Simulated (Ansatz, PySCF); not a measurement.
HS, SMILES [SH] (connectivity only; charge and spin as stated), charge -1, multiplicity 1.

Geometry optimised at B3LYP-D3(BJ)/def2-TZVPD. The spin state was assumed, not searched.

Two levels are set side by side: PBE/def2-TZVPD (Ansatz, a first-principles code) and EOM-CCSD/aug-cc-pVDZ (PySCF). PBE by ΔSCF, the other level by its IP root; same geometry, the bases differ. Differences are taken from unrounded values.

```
quantity                         EOM-CCSD
-------------------------------  --------
vertical ionisation energy (eV)      2.18
```

Q: What does PBE give, and how far is it from EOM-CCSD? (An estimate is asked for; the answer gives what the named calculation found.)

A: 
| quantity | PBE | PBE minus EOM-CCSD |
|---|---|---|
| vertical ionisation energy (eV) | 2.33 | 0.14 |
